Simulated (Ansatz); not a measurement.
CH6BN at its PBE0-D4/def2-TZVP geometry, where that method's forces vanish. Charge 0, multiplicity 1. The bonds changed during the relaxation, so this is another structure than the one it started from.

```xyz
9

B    -1.0847   -0.1939    0.3557
C     0.3712   -0.3727   -0.1146
N     1.1891    0.5977   -0.4054
H    -1.7583   -0.8656   -0.4131
H    -1.3985    0.9792    0.4171
H    -1.1382   -0.7908    1.4234
H     0.8241   -1.3598   -0.2326
H     2.1416    0.4581   -0.7060
H     0.8536    1.5479   -0.3245
```

Question: What forces (eV/Å) does B3LYP-D4/def2-TZVPP give on these atoms in the Gaussian-basis code of Ansatz? (Best estimate.)

Answer: The calculation gave: 
```
B1  -0.134 -0.034  0.045
C2  -0.007 -0.238  0.007
N3   0.130  0.161 -0.047
H4   0.012  0.048  0.038
H5   0.016 -0.077 -0.002
H6  -0.017  0.043 -0.039
H7  -0.036  0.063  0.010
H8   0.012  0.016 -0.004
H9   0.024  0.018 -0.008
```

B3LYP here is the variant with VWN-RPA as its local correlation; programs differ in this.
